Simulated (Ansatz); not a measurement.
Basis-set extrapolation for `N[SiH][SiH3]` radical (PBE0-D4/def2-TZVP geometry, frozen core, the Gaussian-basis code of Ansatz). Multiplicity 2, UHF reference.

```
                      def2-TZVPP   def2-QZVPP
                 HF  -635.838268  -635.859506
    MP2 correlation    -0.449185    -0.482158
CCSD(T) correlation    -0.515575      not run
```

Energies in hartree. Use E(X) = E(∞) + A·exp(−7.88·√X) for Hartree–Fock and E(X) = E(∞) + B·X^(−2.97) for correlation, with X = 3 and 4, and add CCSD(T) minus MP2 of the smaller set to the MP2 limit.

Problem. What is the CCSD(T) energy at the basis-set limit?

Solution. HF limit: -635.859506 + (-0.021238) × 0.13774 = -635.86243. MP2 limit: -0.482158 + (-0.032973) × 0.74074 = -0.50658. Higher-order term: -0.515575 − (-0.449185) = -0.06639. Total: -636.43540 hartree, 2.22 eV below CCSD(T)/def2-TZVPP.
